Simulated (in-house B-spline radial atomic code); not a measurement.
Values are calculated unless marked as measured or tabulated.
C ion on C atom: potential, deflection and energy transfer

The pair potential comes from two frozen, spherical free-atom densities (PBE, B-spline radial code, scalar-relativistic past argon): electrostatics plus the change in Thomas-Fermi kinetic and Dirac exchange energy where they overlap, the recipe behind the universal ZBL potential, which averages such potentials (from solid-state densities) over many pairs. It is written V = (Z1 Z2 e²/r) φ(r/a), with e² = 14.3996 eV·Å and a = 0.46850 Å/(Z1^0.23 + Z2^0.23); ZBL's fit is φ = 0.18175 e^(−3.1998x) + 0.50986 e^(−0.94229x) + 0.28022 e^(−0.4029x) + 0.02817 e^(−0.20162x). Where φ falls below 4e-4 it is continued as an exponential.

Masses 12.01 and 12.01 u.

```tsv
x = r/a	φ, this pair	φ, ZBL
0.1	0.9172	0.8928
0.25	0.8059	0.7647
0.5	0.6621	0.6096
1	0.4751	0.4164
1.5	0.3552	0.2995
2	0.2737	0.2218
3	0.1725	0.1292
4	0.1092	0.08026
5	0.06792	0.05224
6.5	0.03395	0.02914
8	0.0184	0.01705
10	0.008944	0.008778
12	0.004363	0.00474
14.5	0.001591	0.002328
```

Task: At x = 0.5 the electrostatic, kinetic and exchange parts are 3669.75, 808.36 and -53.03 eV. Find r, V and φ.

Result: a = 0.46850/(1.5100 + 1.5100) = 0.15513 Å, so r = 0.07757 Å. V = 3669.75 + 808.36 + (-53.03) = 4425.08 eV. The bare repulsion is 6 × 6 × 14.3996/0.07757 = 6683.1 eV, so φ = 0.6621, +8.6 % against ZBL's 0.6096. The kinetic (Pauli) term is 18 % of V here.

Task: The ion comes in at 0.6683 keV with impact parameter 0.3103 Å. The scattering integral gives a centre-of-mass angle of 65.77° and a closest approach of 3.026 a. What are the reduced energy, the energy passed on and the laboratory angles?

Result: ε = E a M2/(Z1 Z2 e² (M1 + M2)) = 668.3 × 1.4963e-04 = 0.1. The most that one collision can pass on is γE with γ = 4 M1 M2/(M1 + M2)² = 1.0000. Here T = γE sin²(θ/2) = 1.0000 × 668.3 × 0.2948 = 197 eV. The ion turns by arctan(sin θ/(cos θ + M1/M2)) = 32.9°, and the struck atom leaves at (180° − θ)/2 = 57.1°. The closest approach is 0.469 Å. With ZBL the angle would be 57.39° and T = 154.1 eV.
